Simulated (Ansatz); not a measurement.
Rhombohedral A7 Bi, treated with PBE0-D3(BJ) (Ansatz, a program for electronic structure, PAW).

Run with plane-wave cutoff 460 eV, 8×8×8 k mesh, Fermi–Dirac smearing 0.05 eV, scalar-relativistic PAW data made under PBE.

Computed at the level's own relaxed cell.

**Question.** Estimate the lattice parameter a and lattice parameter c that the calculation returns.

**Answer.** 
* **lattice parameter a**: 4.454 Å
* **lattice parameter c**: 11.813 Å

Measured, for comparison: lattice constant a 4.533 Å, lattice parameter c 11.796 Å (low temperature, zero-point motion not removed, hexagonal setting; as tabulated in Arnaud et al. (2016), arXiv:1602.08959). Computed (rounded) less measured: lattice constant a -1.7 %, lattice parameter c +0.1 %.

Spin–orbit coupling is not included; it can shift volumes and moduli of such heavy elements.

Computed values are for the static lattice.

It cost roughly 100 core-minutes of CPU time.
